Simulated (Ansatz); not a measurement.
**BSiNH+ (triplet): from Hartree-Fock to the top rungs, cc-pVDZ**

The task here is to estimate one member of a computed series from the others.

The runs use Ansatz 0.2.0, Gaussian basis; cc-pVDZ, core rule «outside noble gas», up to 7 orbitals frozen.

The runs, in order: UHF; CCSD(T) on ROHF; CCSD(T) on UHF; BCCD(T) on ROHF; CISD; CCSDT(Q) on ROHF; CCSDT(Q) on UHF; CASSCF and NEVPT2, 10 electrons in 10 orbitals.

22 further runs of the same task are left out: 10 that didn't finish, 12 set aside as unsound or not needed.

### What is computed

The geometry is a PBE0/def2-TZVP stationary point (not a proven minimum) of the parent state, kept for this charge and spin.

4 atoms, charge 1, spin multiplicity 3.

Atoms are counted from 1 here; the program's logs count them from 0.

Bond lengths: B1–N2 1.259 Å, N2–Si3 1.712 Å, Si3–H4 1.534 Å. Angles: B1–N2–Si3 171.7°, N2–Si3–H4 96.4°.

Set-up of the first run:

Input file in.yaml:

```yaml
crystal:
  periodic: [false, false, false]
  atoms:
    - {symbol: B, position_ang: [0.000000, 0.016116, 1.931055]}
    - {symbol: N, position_ang: [0.000000, 0.074561, 0.673291]}
    - {symbol: Si, position_ang: [0.000000, -0.093854, -1.030677]}
    - {symbol: H, position_ang: [0.000000, 1.406192, -1.349441]}
basis:
  gaussian: {orbitals: cc-pVDZ}
total_charge: 1
magnetization: {spin_polarized: true, initial_magnetization: 2}
hamiltonian: {xc: hf}
output: {orbitals: {seedname: orbitals}}
```

Started as:

```console
ansatz run in.yaml --threads 1 --pin off --events-out ev --progress --plain --max-ram 2393MiB
```

Among the steps run: UHF; CCSD(T) on ROHF; CCSD(T) on UHF; BCCD(T) on ROHF; CISD; CCSDT(Q) on ROHF; CCSDT(Q) on UHF; CASSCF and NEVPT2, 10 electrons in 10 orbitals.

One table of the session follows, with a row left open; its other results are not shown here.

| method | from UCCSDT(Q) (kJ/mol) |
| --- | --- |
| ROHF | +801.2 |
| UHF | +782.7 |
| RMP2 | +98.4 |
| UMP2 | +95.5 |
| CISD | +108.7 |
| RCCSD | +41.0 |
| UCCSD | +40.6 |
| RCCSD(T) | +6.6 |
| UCCSD(T) | +6.9 |
| BCCD(T) | +6.5 |
| RCCSDT | +3.4 |
| UCCSDT | +3.4 |
| RCCSDT(Q) | +0.6 |
| UCCSDT(Q) | 0 |
| CASSCF frontier | +481.9 |
| NEVPT2 frontier | ? |

Q: Estimate the row for NEVPT2 frontier from the others.

As computed: from UCCSDT(Q) (kJ/mol): +132.5. In the column «from UCCSDT(Q) (kJ/mol)» it lies between CISD (+108.7) and CASSCF frontier (+481.9).

Limits of these values: Restricted and unrestricted rows rest on different reference determinants; where their highest levels disagree by more than a few hundredths of an eV, they describe different states and don't form one ladder.
